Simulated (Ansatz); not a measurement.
# C5H7F: one species, many methods

Aim: compute C5H7F with functionals from several rungs and with coupled cluster. The yardstick is the atomisation energy at the CCSD(T) limit.

Program: Ansatz 0.2.0, Gaussian basis. Level of theory: functionals in def2-TZVPP, the program's frozen cores in correlated methods. These are calculated values, not measurements.

The runs, in order: PBE-D4, r2SCAN-D4, PBE0-D4, B3LYP-D4, ωB97X-V, ωB97M-V, B2PLYP; CCSD(T)/def2-TZVPP; MP2/def2-QZVPP; extrapolation to the limit.

## (1) The geometry

The geometry comes from an earlier relaxation with PBE0-D4 in a triple-zeta def2 set; it is a stationary point, not always the lowest conformer.

SMILES `CC1(C)C=C1F`, 13 atoms, charge 0, spin multiplicity 1.

Atoms are counted from 1 here; the program's logs count them from 0.

Bond lengths: C1–C2 1.514 Å, C1–H7 1.094 Å, C1–H8 1.094 Å, C1–H9 1.091 Å, C2–C3 1.514 Å, C2–C4 1.553 Å, C2–C5 1.464 Å, C3–H10 1.091 Å, C3–H11 1.094 Å, C3–H12 1.094 Å, C4–C5 1.281 Å, C4–H13 1.076 Å, C5–F6 1.312 Å. Angles: C2–C1–H7 110.6°, C2–C1–H8 111.1°, C2–C1–H9 111.2°, H7–C1–H8 107.2°, H7–C1–H9 108.3°, H8–C1–H9 108.3°, C1–C2–C3 113.3°, C1–C2–C4 119.1°, C1–C2–C5 120.6°, C3–C2–C4 119.1°, C3–C2–C5 120.6°, C4–C2–C5 50.2°, C2–C3–H10 111.2°, C2–C3–H11 111.1°, C2–C3–H12 110.6°, H10–C3–H11 108.3°, H10–C3–H12 108.3°, H11–C3–H12 107.2° and more.

## (2) PBE-D4 (GGA)

in.yaml

```yaml
crystal:
  periodic: [false, false, false]
  atoms:
    - {symbol: C, position_ang: [-0.920851, -0.341973, 1.079562]}
    - {symbol: C, position_ang: [-0.002910, 0.092634, -0.042694]}
    - {symbol: C, position_ang: [0.818718, -1.040852, -0.618106]}
    - {symbol: C, position_ang: [0.601474, 1.522821, -0.012219]}
    - {symbol: C, position_ang: [-0.326709, 1.265345, -0.857235]}
    - {symbol: F, position_ang: [-1.095707, 1.703950, -1.825717]}
    - {symbol: H, position_ang: [-0.345365, -0.780592, 1.900709]}
    - {symbol: H, position_ang: [-1.627701, -1.103898, 0.736691]}
    - {symbol: H, position_ang: [-1.491030, 0.501607, 1.472164]}
    - {symbol: H, position_ang: [1.470003, -0.688811, -1.419830]}
    - {symbol: H, position_ang: [0.174452, -1.828705, -1.020516]}
    - {symbol: H, position_ang: [1.442442, -1.497226, 0.156845]}
    - {symbol: H, position_ang: [1.323781, 2.161000, 0.465046]}
basis:
  gaussian: {orbitals: def2-TZVPP}
hamiltonian: {xc: pbe, dispersion: d4}
output: {forces: true, orbitals: {seedname: orbitals}}
```

Command:

```
$ ansatz run in.yaml --threads 4 --pin off --events-out ev --progress --plain --max-ram 10444MiB
```

Further steps of the session: r2SCAN-D4 (meta-GGA); PBE0-D4 (hybrid); B3LYP-D4 (hybrid); ωB97X-V (range-separated); ωB97M-V (range-separated); B2PLYP (double hybrid); CCSD(T) in def2-TZVPP; MP2 in def2-QZVPP.

Q: Predict the results of all the runs planned. Wanted: atomisation energy, CCSD(T)/CBS; farthest; mean size of error, hybrid; mean size of error, range-separated; gap, smallest and largest; T1 diagnostic; triples share of the correlation energy.

**Answer**, as computed:

```
                               quantity                                 value
        atomisation energy, CCSD(T)/CBS                         5342.6 kJ/mol
 functionals within 26.7 kJ/mol (0.5 %)                     B3LYP-D4, ωB97X-V
                               farthest                PBE-D4 (+192.3 kJ/mol)
             mean size of error, hybrid                           46.0 kJ/mol
    mean size of error, range-separated                           24.5 kJ/mol
              gap, smallest and largest  5.50 eV (PBE-D4), 12.39 eV (ωB97X-V)
                          T1 diagnostic                                0.0108
triples share of the correlation energy                                 4.1 %
```

**Reading.** PBE-D4 misses by +192.3 kJ/mol. Double hybrids carry the basis error of their MP2 part in triple zeta, and no dispersion term here, so their miss is partly the set-up's. Misses under about 26.7 kJ/mol are within the doubt on the reference itself, which lacks core-valence correlation, relativity and higher excitations. Hartree-Fock recovers 73 % of the binding; the rest is correlation. The gap grows from 5.5 to 12.4 eV across the functionals, mostly with the share of exact exchange.
